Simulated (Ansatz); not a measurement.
Fluorite CeO₂ was calculated with PBEsol+SOC in Ansatz (PAW).

Run with plane-wave cutoff 520 eV, 12×12×12 k mesh, Fermi–Dirac smearing 0.01 eV, PAW data made under PBE.

Pressure at four volumes; x = ln(V/13.101 Å³). One pressure is withheld.

```csv
V (Å³/atom),x,P (GPa)
12.315,-0.0619,?
12.577,-0.0408,8.60
13.101,0.0000,0.00
13.887,0.0583,-9.84
```

Question: Pass a parabola P(x) through the three rows shown, estimate the bulk modulus and its pressure derivative near zero pressure, and predict the withheld pressure.

Answer: Slopes between the rows: (0.00 − (8.60))/(0.0000 − (-0.0408)) = -210.78 and (-9.84 − (0.00))/(0.0583 − (0.0000)) = -168.78 GPa. Their difference over the span 0.0991 is c = 42.00/0.0991 = 423.8 GPa, so P(x) = 8.60 + (-210.78)(x − (-0.0408)) + 423.8 (x − (-0.0408))(x − (0.0000)). At the middle row B = −dP/dx = −[-210.78 + 423.8 × 0.0408] = 193.5 GPa, and B′ = dB/dP = 2c/B = 4.4. At x = -0.0619 the parabola gives 13.60 GPa; the run gives 13.65 GPa. The Birch–Murnaghan fit to the energies at all volumes has B0 = 192 GPa and B′ = 4.4.

Measured, for comparison: bulk modulus 220 ± 9 GPa (room temperature, not corrected to a static lattice, our sources range from 220 to 230; as tabulated in High Pressure Brillouin Spectroscopy and X-ray Diffraction of Cerium Dioxide …). Computed (rounded) less measured: bulk modulus -13 % (-13 % to -17 % over the range).

Ansatz is a quantum-chemistry and plane-wave program.
